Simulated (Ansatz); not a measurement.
**How far a parabola holds: energy against volume of rock-salt KBr**

Rock-salt KBr was calculated with PBE in Ansatz (plane waves, PAW). Settings: plane-wave cutoff 520 eV, 10×10×10 k mesh, Fermi–Dirac smearing 0.01 eV, scalar-relativistic PAW data made under PBE. The cell has no free parameter but its volume, all volumes share cutoff and mesh, and the runs aren't spin-polarised. Energies are free energies at the run's smearing, counted from the lowest row; static lattice.

```csv
V (Å³/atom),E (meV/atom)
36.177,2.75
36.931,0.66
37.685,0.00
38.439,0.61
39.192,2.34
39.946,?
```

**Question.** Fit E against V with a parabola, and predict the withheld value at V = 39.946.

**Answer.** With u = V - 37.7, the rows have u = -1.5230, -0.7690, -0.0150, 0.7390, 1.4920. Least squares gives E = -0.003 - 0.0809·u + 1.1203·u². Residuals (row less fit): 0.031, -0.062, 0.002, 0.061, -0.030; standard error 0.069 (degrees of freedom: 2). The fitted curve has its minimum at V = 37.7, where E = 0.00. Its curvature is d²E/dV² = 2 × 1.1203 meV/Å⁶, so B = V0·d²E/dV² × 0.1602 = 13.5 GPa. At the withheld row, u = 2.2460, so E = -0.003 - 0.0809 × 2.2460 + 1.1203 × 2.2460² = 5.467 meV/atom. The calculation gives 5.09 meV/atom, 0.377 meV/atom below the prediction (7.4 % of the range of E in the table). The row lies outside the fitted rows, so this is an extrapolation. From the scatter of the fitted rows alone, a prediction at this place has a standard error of 0.162 meV/atom, so the miss is 2.3 times that.

The residuals are curvature that a parabola lacks, not noise. A solid that stiffens under compression and softens on expansion lies above the parabola at the compressed end and under it at the expanded end, as this row does. A third-order Birch-Murnaghan fit to the whole scan has B0 = 13.5 GPa. Only scans are tabulated whose curvature falls smoothly with volume, and where the parabola meets the shown rows within 5 % of their range and misses the end by 0.1 meV or more.

Measured, for comparison: bulk modulus 17.9 GPa (0 K, extrapolated to 0 K; as tabulated in Doll and Stoll (1998), arXiv:cond-mat/9801031). Computed less measured: bulk modulus -25 %.

Ansatz is an electronic-structure program.
